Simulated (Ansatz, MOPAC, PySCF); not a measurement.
Molecule: CHO (charge +1, singlet). SMILES of the parent species: [CH]=O
Coordinates optimised at B3LYP-D3(BJ)/def2-TZVP (Ansatz, a first-principles code):
```
C
O 1 1.1014
H 1 1.0964 2 180.00
```
Charge +1, spin multiplicity 1.

Unscaled harmonic wavenumbers (cm⁻¹) in rising order, each level at the stationary point that it reaches from this structure (no distance between atoms moves by over 0.3 Å); the order of modes can differ between levels, and a negative number is imaginary. B3LYP-D3(BJ)/def2-TZVP (PySCF, at the structure above): 869, 869, 2267, 3209.

AM1 (MOPAC): 931, 931, 2263, 3103. Zero-point energy 10.3 against 10.3 kcal/mol; where all levels lie over 400 cm⁻¹, the wavenumbers are on average 1.027 times those of B3LYP-D3(BJ)/def2-TZVP.

PM3 (MOPAC): 898, 898, 2256, 3019. Zero-point energy 10.1 against 10.3 kcal/mol; where all levels lie over 400 cm⁻¹, the wavenumbers are on average 1.001 times those of B3LYP-D3(BJ)/def2-TZVP.

PM6 (MOPAC): 924, 924, 2106, 2568. Zero-point energy 9.3 against 10.3 kcal/mol; where all levels lie over 400 cm⁻¹, the wavenumbers are on average 0.964 times those of B3LYP-D3(BJ)/def2-TZVP.

HF/3-21G (Ansatz): 1085, 1085, 2393, 3413. Zero-point energy 11.4 against 10.3 kcal/mol; where all levels lie over 400 cm⁻¹, the wavenumbers are on average 1.154 times those of B3LYP-D3(BJ)/def2-TZVP.
